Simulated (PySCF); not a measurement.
Z-matrix (Å, degrees):
```
C
O 1 1.1688
H 1 1.1247 2 124.78
```
Charge 0, spin multiplicity 2.

Question: Give the dipole moment, highest occupied spin orbital and total energy at the level PBE-D3(BJ)/def2-TZVP // PBE0-D4/def2-TZVP (PySCF 2.14.0).

Answer: 
| Quantity | Result |
|---|---|
| dipole moment | 1.45 D |
| highest occupied spin orbital | -4.82 eV |
| total energy | -113.7757 Ha |
